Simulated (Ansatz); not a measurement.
Dissociation curve of SMILES [Cl][Al]([Cl])[Cl]. The Al1–Cl4 bond (Al1 also carries Cl, Cl; Cl4 carries nothing else) is varied alone, starting from the PBE0/def2-TZVP optimised geometry.

RKS-PBE = restricted PBE/cc-pVTZ (Ansatz, an electronic-structure program); UKS-PBE = Ansatz with unrestricted PBE/cc-pVTZ; RKS-B3LYP = restricted B3LYP/cc-pVTZ in Ansatz; UCCSD(T) = CCSD(T) on UHF/cc-pVTZ, frozen core in Ansatz.

Energies relative to the lowest point of each curve near equilibrium, in kJ/mol; the last columns give the difference from UCCSD(T):

| R / Å | RKS-PBE | UKS-PBE | RKS-B3LYP | UCCSD(T) | RKS-PBE − UCCSD(T) | UKS-PBE − UCCSD(T) | RKS-B3LYP − UCCSD(T) |
|---|---|---|---|---|---|---|---|
| 1.65 | 320.7 | 320.7 | 317.8 | 325.7 | -5.1 | -5.1 | -7.9 |
| 1.77 | 138.2 | 138.2 | 135.8 | 138.9 | -0.7 | -0.7 | -3.2 |
| 1.84 | 75.3 | 75.3 | 73.3 | 74.8 | 0.5 | 0.5 | -1.5 |
| 1.95 | 19.9 | 19.9 | 18.8 | 18.9 | 1.0 | 1.0 | -0.1 |
| 1.99 | 9.5 | 9.5 | 8.8 | 8.7 | 0.8 | 0.8 | 0.1 |
| 2.07 | 0.0 | 0.0 | 0.0 | 0.0 | 0.0 | 0.0 | 0.0 |
| 2.15 | 1.8 | 1.8 | 2.7 | 3.2 | -1.4 | -1.4 | -0.6 |
| 2.20 | 7.2 | 7.2 | 8.6 | 9.7 | -2.5 | -2.5 | -1.1 |
| 2.27 | 18.8 | 18.8 | 20.8 | 23.0 | -4.2 | -4.2 | -2.2 |
| 2.41 | 51.1 | 51.1 | 54.7 | 59.5 | -8.5 | -8.5 | -4.8 |
| 2.58 | 98.4 | 98.4 | 103.9 | 112.8 | -14.4 | -14.4 | -8.9 |
| 2.80 | 162.0 | 162.0 | 169.9 | 184.5 | -22.5 | -22.5 | -14.6 |
| 3.16 | 255.1 | 255.1 | 267.2 | 294.2 | -39.1 | -39.1 | -27.0 |
| 3.42 | 309.6 | 309.6 | 324.7 | 361.8 | -52.2 | -52.2 | -37.1 |
| 3.73 | 360.7 | 359.8 | 379.6 | 422.1 | -61.4 | -62.3 | -42.5 |
| 4.12 | 407.0 | 396.7 | 430.7 | 458.6 | -51.6 | -61.9 | -27.9 |
| 4.49 | 436.8 | 416.0 | 464.9 | 469.5 | -32.7 | -53.4 | -4.6 |
| 5.08 | 465.6 | 432.1 | 499.8 | 473.9 | -8.3 | -41.8 | 26.0 |
| 5.56 | 478.8 | 438.7 | 517.0 | 474.5 | 4.3 | -35.8 | 42.5 |
| 6.14 | 488.1 | 443.0 | 530.0 | 474.7 | 13.3 | -31.8 | 55.3 |
| 7.13 | 495.8 | 446.2 | 542.4 | 474.9 | 20.9 | -28.7 | 67.4 |

RKS-PBE is furthest from UCCSD(T) at 3.73 (-61.4 kJ/mol, below); its mean absolute difference over the points is 16.4 kJ/mol.

UKS-PBE is furthest from UCCSD(T) at 3.73 (-62.3 kJ/mol, below); its mean absolute difference over the points is 22.3 kJ/mol.

RKS-B3LYP is furthest from UCCSD(T) at 7.13 (67.4 kJ/mol, above); its mean absolute difference over the points is 17.9 kJ/mol.

The restricted form behind RKS-PBE, RKS-B3LYP keeps the bonding electrons paired and can't separate into open-shell fragments. The unrestricted determinant behind UKS-PBE is spin-contaminated at 3.73 to 7.13 Å (<S²> up to 0.8, against 0.00 for a pure singlet). The unrestricted determinant behind UCCSD(T) is spin-contaminated at 3.16 to 7.13 Å (<S²> up to 1.0, against 0.00 for a pure singlet).
